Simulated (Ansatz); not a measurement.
Boron trichloride. Total charge 0; spin multiplicity 1.

```xyz
4

Cl   -1.5156   -0.4197    0.7378
B     0.0001   -0.0001    0.0001
Cl    0.7084   -1.0511   -1.1880
Cl    0.8071    1.4709    0.4501
```

(1) List the harmonic frequencies (cm⁻¹, unscaled) at PBE0-D4/def2-TZVP in Ansatz. (Best estimate.)

(2) Is this a minimum?

(3) Give the ideal-gas thermochemistry at 298.15 K and 1 bar (rigid rotor, harmonic oscillator; point group D3h, symmetry number 6).

(4) Rotational constants (cm⁻¹)?

Answers

(1) The calculation gave: 253, 253, 458, 476, 976, 976.

(2) Yes, all 6 modes are real.

(3) Zero-point energy 20.3 kJ/mol; H(298) − E = 34.3 kJ/mol; entropy 289.5 J/(mol·K), of which translation 168.3, rotation 99.8, vibration 21.4; G(298) − E = -52.1 kJ/mol.

(4) 0.1051, 0.105, 0.05252.
